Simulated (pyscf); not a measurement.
**Elimination: H₂N–SiH(Cl)–Cl → HN=Si(Cl)–Cl + H₂**

Gas phase, singlet surface, charge 0. Bonds broken: N1–H5, Si2–H7. Bonds formed: H5–H7. PySCF, gas phase, ωB97X-D3(BJ)/def2-SVP geometries.

Transition state (Å):

```xyz
7

N     -0.8299    -0.4210     1.2123
Si    -0.3106     0.1490    -0.1928
Cl     1.6342     0.4713    -0.7289
Cl    -1.4142     1.1782    -1.5698
H     -0.7551    -1.5026     0.0272
H     -1.0052    -0.0593     2.1398
H     -0.5106    -1.4803    -0.8370
```

One imaginary mode, 1021i cm⁻¹; descent along it reached the two sides named.

```csv
bond,change,reactant side (Å),saddle,product side
N1–H5,breaks,1.013,1.606,3.3
Si2–H7,breaks,1.476,1.763,2.9
H5–H7,forms,2.8,0.898,0.761
```

Electronic energies relative to the reactant's lowest minimum found (kJ/mol):

```
level                   barrier  reaction energy  reverse barrier
----------------------  -------  ---------------  ---------------
ωB97X-D3(BJ)/def2-TZVP    343.5           +272.0             71.5
PBE/def2-TZVP             298.0           +240.2             57.8
r²SCAN/def2-TZVP          315.8           +255.0             60.8
B3LYP-D3(BJ)/def2-TZVP    327.3           +254.0             73.2
PBE0-D3(BJ)/def2-TZVP     325.3           +271.2             54.1
M06-2X/def2-TZVP          337.8           +268.8             69.1
ωB97M-D3(BJ)/def2-TZVP    334.7           +265.9             68.9
HF/def2-TZVP              404.2           +298.5            105.7
```

With ωB97M-D3(BJ)/def2-TZVP energies and thermal terms (ideal gas, 1 atm, RRHO with modes under 100 cm⁻¹ raised to 100, one conformer, R ln 2 for chiral ones without a mode under 150 cm⁻¹), in kJ/mol:

```
T (K)    ΔH‡    ΔG‡      ΔH      ΔG
-----  -----  -----  ------  ------
298    318.1  320.0  +244.3  +210.1
600    317.1  322.4  +246.9  +174.2
900    316.1  325.3  +247.0  +137.8
1200   315.1  328.5  +245.5  +101.6
```

At the saddle there is also a short H–Si contact that neither side keeps. The same reactants have a lower exit, to H₂N–Si:–Cl [singlet] + HCl (barrier +289.2 kJ/mol at ωB97M-D3(BJ)/def2-TZVP, against +334.7 kJ/mol here). This is the saddle that the search found; another between the same sides may lie lower.
